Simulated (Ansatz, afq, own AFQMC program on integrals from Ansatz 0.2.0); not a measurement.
# GeHO, quartet in cc-pVDZ, levels against CCSDT(Q)

```xyz
3

Ge    0.0000   -0.5704    1.4282
O     0.0000   -0.2344   -3.5986
H     0.0000    0.8047    2.1704
```

Connectivity, by distances: GeH ··· O.

Basis cc-pVDZ. Noble-gas cores (and the filled d shells of Ga–Kr and In–Xe) are frozen. Ansatz 0.2.0 and our own AFQMC program on the same integrals; the CISD trial comes from CCSD amplitudes, and released means the phaseless constraint is let go. Error bars are statistical, one sigma. No spin–orbit coupling.

Determinant: UHF, the one that the program's search chose, which needn't be the lowest solution. The geometry is a point of a scan.

No full CI on the walks' own integrals is used here; CCSDT(Q) serves as the reference and is uncertain by about the last step of the cluster series.

Cautions: no relativity below Rb; no spin-orbit coupling; inner d shell frozen; lower spins were not checked; the ph-AFQMC/HF walk drifts between its halves (2.6 errors).

The T1 diagnostic is 0.0094 and the weight of the determinant in the CISD state is 0.907. The ⟨S²⟩ of the determinant is 3.766 and the size of the correlated space is 11 electrons in 31 orbitals.

```json
{"level": "MP2", "correlation energy (eV)": "-4.4242"}
{"level": "CCSD", "correlation energy (eV)": "-5.4207"}
{"level": "CCSD(T)", "correlation energy (eV)": "-5.4786"}
```

(1) Estimate where AFQMC with the constraint released lies against CCSD(T) on the same integrals.

(1) 0.26 ± 0.28 kcal/mol below CCSD(T). The gap is under twice the noise, so this walk alone can't tell the two apart.

Reference: CCSDT(Q), correlation energy -5.496 eV. The released energy is read at 2.40 1/Eh (meV from the phaseless value at times in 1/Eh: 1 ± 7 at 0.24, 0 ± 8 at 0.51, -4 ± 9 at 0.99, 0 ± 8 at 1.62, 2 ± 12 at 2.40).

```csv
level,E − E(reference) (kcal/mol),share of correlation (%)
CCSD(T),0.40,99.68
CCSDT,0.07,99.95
ph-AFQMC/HF,3.46 ± 1.09,97.27
ph-AFQMC/CISD,0.09 ± 0.18,99.93
released AFQMC,0.14 ± 0.28,99.89
```

A walk keeps the symmetry of its determinant, which the program's search chose and which needn't be the lowest solution, so a lower state of the same spin and another symmetry isn't excluded. Released energies are given only where the last usable release times agree within the noise; a slower fall can still hide under it.
